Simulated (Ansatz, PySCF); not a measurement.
Gas-phase reaction in SMILES: c1cnccn1 [pyrazine] + H+ -> c1c[nH+]ccn1
Geometries: B3LYP-D3(BJ)/def2-TZVP minima from Ansatz (a quantum-chemistry and plane-wave program). Frequencies are from Ansatz or PySCF. Unstable Hartree-Fock reference: c1cnccn1, c1c[nH+]ccn1.
Geometry of the first species:
SMILES: c1cnccn1
```xyz
10

C      1.1755    -0.6013     0.1346
C      1.0677     0.7845     0.0774
N     -0.1084     1.3933    -0.0575
C     -1.1755     0.6013    -0.1346
C     -1.0677    -0.7845    -0.0774
N      0.1084    -1.3933     0.0575
H      2.1422    -1.0802     0.2447
H      1.9481     1.4144     0.1418
H     -2.1422     1.0802    -0.2447
H     -1.9481    -1.4144    -0.1418
```

Wanted: proton affinity (enthalpy at 298 K, with B3LYP-D3(BJ) rigid-rotor harmonic-oscillator terms), positive where the reaction releases energy, in kJ/mol. Valence correlation only, unless marked. Spin-orbit coupling is left out. No relativistic terms. CBS marks a two-point X^-3 extrapolation of the correlation energy; Hartree-Fock from the larger set.

```csv
level,program,proton affinity (kJ/mol)
HF/cc-pVQZ,Ansatz,895.3
PBE-D3(BJ)/def2-TZVPD,Ansatz + dftd3,878.9
BLYP-D3(BJ)/def2-TZVPD,Ansatz + dftd3,881.2
r2SCAN/def2-TZVPD,Ansatz,881.5
PBE0-D3(BJ)/def2-TZVPD,Ansatz + dftd3,884.1
CAM-B3LYP-D4/def2-TZVPD,Ansatz + dftd4,873.3
CAM-B3LYP/def2-TZVPD,Ansatz,874.4
```

Estimate the value at CCSD(T)/CBS(cc-pVTZ,cc-pVQZ) as computed with Ansatz.

876.6 kJ/mol, so CAM-B3LYP/def2-TZVPD differs from it by -2.2 kJ/mol.
